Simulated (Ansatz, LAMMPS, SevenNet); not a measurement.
**C axis length of hcp Sc: levels of theory against measurement**

Reference value: 5.268 Å (measured, 293 K, no zero-point or thermal correction; as tabulated in Wikipedia's data pages).

Question: What do Lennard-Jones uff-vdw, SevenNet-l3i5, LDA, PBE, rVV10, r²SCAN-D4, r²SCAN+rVV10, LC-ωPBE, Hartree–Fock give, and how far is each from the reference?

Answer: 
| level (code) | value (Å) | difference (%) |
|---|---|---|
| Lennard-Jones uff-vdw (LAMMPS) | 5.229 | -0.74 |
| SevenNet-l3i5 | 5.195 | -1.39 |
| LDA (Ansatz) | 4.988 | -5.32 |
| PBE (Ansatz) | 5.165 | -1.96 |
| rVV10 (Ansatz) | 5.141 | -2.41 |
| r²SCAN-D4 (Ansatz) | 5.173 | -1.80 |
| r²SCAN+rVV10 (Ansatz) | 5.174 | -1.78 |
| LC-ωPBE (Ansatz) | 5.200 | -1.29 |
| Hartree–Fock (Ansatz) | 5.534 | +5.05 |

Leaving aside Lennard-Jones uff-vdw (doubt noted below): The reference is not for a static lattice or low temperature, so close values are not ranked against it. Off by more than 1.75 %, or 2.45 % on the side where a correction would as a rule narrow the miss (bounds picked here): LDA (-5.32 %), Hartree–Fock (+5.05 %).

The reference isn't brought to a static lattice, while the calculations are for one, so the differences are not the levels' errors alone. The crystal itself was run without spin with LDA, PBE, rVV10, r²SCAN-D4, r²SCAN+rVV10, LC-ωPBE, Hartree–Fock; a magnetic state was not tried in these runs. Lennard-Jones uff-vdw: this is a force field's van der Waals term alone, without bonds or charges. Cutoffs and k meshes differ between the levels. Ansatz's density-functional and Hartree–Fock values are scalar-relativistic unless marked +SOC, with PAW data made under PBE.

Machine-learned potentials (SevenNet-l3i5) are trained on DFT data: a solid inside that data is no test of them.

Differences are worked out from the printed values.

Ansatz is a quantum-chemistry and plane-wave program.
